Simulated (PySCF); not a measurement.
Consider `CSCC#N` (C3H5NS). Atom numbers as in the mapped SMILES `[CH3:1][S:2][CH2:3][C:4]#[N:5]`.

Computed at ωB97X-D3(BJ)/def2-TZVP // PBE0-D3(BJ)/def2-SVP with PySCF (density fitting, grid level 2). Zero-point and thermal terms (298.15 K, 1 bar) come from unscaled PBE0-D3(BJ)/def2-SVP harmonic frequencies, with soft modes damped to free rotors in the entropy.

(1) Rank these of its sites by proton affinity, highest first.
A. N5 (nitrile nitrogen)
B. S2 (sulfide sulfur)

(2) For N5 (nitrile nitrogen), what are ΔE (electronic) and ΔG(298 K) of removing the proton again?

(3) Of those listed, which site of protonation is favoured in water (IEF-PCM), and by how much?

## Answers

(1) A (800 kJ/mol), B (785 kJ/mol).

(2) ΔE = 822 and ΔG = 769 kJ/mol, beside ΔH = 800 kJ/mol. The protonated species is `CSCC#[NH+]`.

(3) S2 (sulfide sulfur), by 20 kJ/mol over N5 (nitrile nitrogen); the gas phase favours N5 (nitrile nitrogen).
